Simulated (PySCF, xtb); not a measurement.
C₃H₇, SMILES C[CH]C (connectivity only; charge and spin as stated), charge +1, multiplicity 1.

Harmonic wavenumbers (cm⁻¹) from xtb with GFN2-xTB at its own minimum, in rising order: 117, 185, 421, 670, 763, 927, 949, 965, 1192, 1211, 1237, 1256, 1300, 1310, 1331, 1421, 1500, 2856, 2858, 2918, 2924, 2999, 3055, 3061.

Task: What does PBE0-D3(BJ)/def2-TZVP (PySCF) give at its own minimum? (Estimate from the structure and the level; the computed values follow.)

Result: 160, 180, 421, 605, 677, 931, 966, 1088, 1202, 1251, 1282, 1301, 1349, 1355, 1435, 1478, 1554, 2876, 2890, 3077, 3078, 3141, 3187, 3190. Paired by order, the mean absolute difference is 65 cm⁻¹ and the zero-point energies are 53.5 and 55.3 kcal/mol.
